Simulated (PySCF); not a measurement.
Species: C₅H₁₁P.
Structure used (GFN2-xTB), in Å, numbered top down from 1:
```xyz
17
C5H11P angstrom
C      2.4413   -0.4123   -0.0041
C      1.2373    0.4134    0.4283
P      0.0545    0.6691   -0.9948
C     -1.4375    1.2222    0.0077
C     -1.8992   -0.2232    0.2442
C     -0.9829   -0.8879   -0.7929
H      2.9750    0.0869   -0.8100
H      2.1271   -1.3907   -0.3630
H      3.1282   -0.5560    0.8280
H      1.5648    1.4067    0.7494
H      0.7238   -0.0652    1.2654
H     -1.2146    1.8049    0.9009
H     -2.1321    1.7870   -0.6142
H     -1.6743   -0.5584    1.2563
H     -2.9635   -0.3858    0.0692
H     -0.4507   -1.7778   -0.4589
H     -1.5043   -1.1208   -1.7215
```

Definitions: NICS(0) = −σiso at the ring centroid; NICS(1) = −σiso and NICS(1)zz = −σzz at ±1 Å along the ring normal z. Level: GIAO PBE0/pcSseg-1 (PySCF, non-relativistic, gas phase) on the GFN2-xTB geometry, one conformer.

Ring bond lengths (Å), with Mayer bond orders in brackets: P3–C4 1.881 (0.97), C4–C5 1.536 (1.00), C5–C6 1.535 (1.00), C6–P3 1.882 (0.97).

**Question.** What do the NICS probes read (ppm)?

**Answer.** 
```csv
ring,type,NICS(0),"NICS(1), two faces","NICS(1)zz, two faces",rms pucker (Å),"centre to ring atoms, mean (Å)"
P3–C4–C5–C6,4-membered ring with P; formal bonds all single,3.9,0.7 / 1.3,7.1 / 8.5,0.09,1.20
```

**Question.** What do they say, and how far can they be read as aromaticity?

**Answer.** 
- P3–C4–C5–C6: mean NICS(1)zz 7.8 ppm, deshielded. C4, C5, C6 have four or more neighbours, so the value isn't read as a sign of a π ring current.

**Question.** At the first NICS(1) probe listed for ring P3–C4–C5–C6, 1 Å off the ring, how large is the induced field along the normal in 14.1 T applied along it?

**Answer.** NICSzz × B0 = 7.1 ppm × 14.1 T = 100 μT, along the applied field.

**Question.** What are the shieldings of the ring atoms and their hydrogens in the same run (means over atoms taken as equivalent)?

**Answer.** 
```json
{"atoms": "P3", "environment": "phosphine phosphorus", "σ isotropic (ppm)": "313.5", "principal values of the symmetric part, first atom (ppm)": "196.0, 350.9, 393.5"}
{"atoms": "C4 (×2)", "environment": "sp3 carbon bound to phosphorus", "σ isotropic (ppm)": "166.1", "principal values of the symmetric part, first atom (ppm)": "151.8, 167.1, 178.0"}
{"atoms": "C5", "environment": "four-membered-ring carbon", "σ isotropic (ppm)": "160.7", "principal values of the symmetric part, first atom (ppm)": "129.3, 165.9, 186.9"}
{"atoms": "H12 (×4)", "environment": "methylene hydrogen", "σ isotropic (ppm)": "29.92", "principal values of the symmetric part, first atom (ppm)": "26.4, 28.5, 36.1"}
{"atoms": "H14 (×2)", "environment": "methylene hydrogen", "σ isotropic (ppm)": "28.78", "principal values of the symmetric part, first atom (ppm)": "25.9, 26.1, 33.6"}
```

The run took 29 s of wall time on one thread of an Arm Neoverse N1, shared host with 64 logical CPUs at a one-minute load of 23, and the process peaked at 0.75 GiB of memory. This is the whole shielding run at PBE0/pcSseg-1, SCF included.
